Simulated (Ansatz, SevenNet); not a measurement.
Elastic constant C12 (GPa) of 30 elemental solids other than molecular ones, computed with the machine-learned potential SevenNet-l3i5 (trained on PBE and PBE+U data) and with r²SCAN in Ansatz (PAW). The set holds measured phases with no doubt noted on the run or the magnetic state but for the caveats below. 5 more of the class have both values but aren't in it, for one of these reasons: built or high-temperature cells, doubts on the run or the magnetic state, unlike cells, values of zero, layered or molecular crystals. Solids without a value at one level (not run, failed, or a magnetic order lost), or held back for tests, aren't counted.

All rows, in order of the shift (worked out from unrounded values):

```tsv
solid	SevenNet-l3i5	r²SCAN	shift (%)
hcp Be	125	18.6	-85
bcc Ba	16.3	6.39	-61
diamond	271	120	-56
hcp Zn	73.8	45.0	-39
double-hcp La	23.0	16.5	-28
hcp Os	328	237	-28
hcp Ru	263	198	-25
body-centred tetragonal In	38.7	29.2	-25
hcp Ti	111	89.1	-19.5
fcc Ir	300	249	-17.0
fcc Rh	229	199	-13.0
hcp Mg	29.3	26.0	-11.4
diamond-structure Si	67.8	61.6	-9.2
hcp Zr	71.4	65.1	-8.8
hcp Tc	265	242	-8.8
hcp Re	313	292	-6.5
hcp Cd	43.7	41.3	-5.6
diamond-structure Ge	44.0	43.8	-0.3
fcc Cu	141	143	+1.2
hcp Y	27.7	29.1	+5.3
fcc Pt	224	242	+8.5
fcc Pb	37.3	40.9	+9.8
fcc Au	131	144	+10.0
fcc Ag	84.2	92.7	+10.1
fcc Pd	147	170	+16.0
fcc Al	62.1	73.3	+18.0
hcp Tl	25.4	30.0	+18.1
fcc Ca	12.7	15.5	+22
hcp Sc	33.6	42.9	+27
fcc Sr	7.96	10.2	+28
```

The shift from SevenNet-l3i5 to r²SCAN has a median of -7.6 %, and eight in ten lie between -41 % and +18.5 %; r²SCAN is the larger in 12 of 30. Each level is at its own cell, so the shift holds the change of volume too.

Ansatz's runs of these crystals have no spin polarisation. Meta-GGA and hybrid levels favour moments, which can bear on fcc Pd, hcp Sc, fcc Pt, hcp Ti, hcp Y, fcc Rh.

Spin–orbit coupling is left out, also for the solids with elements from indium on (body-centred tetragonal In, fcc Pt, hcp Os, bcc Ba, double-hcp La, hcp Tl, fcc Ir, hcp Re, fcc Pb, fcc Au); its size isn't shown.

Each level is taken at its own relaxed cell. Ansatz's density-functional and Hartree–Fock values are scalar-relativistic unless marked +SOC, with PAW data made under PBE.

Ansatz is a first-principles code.
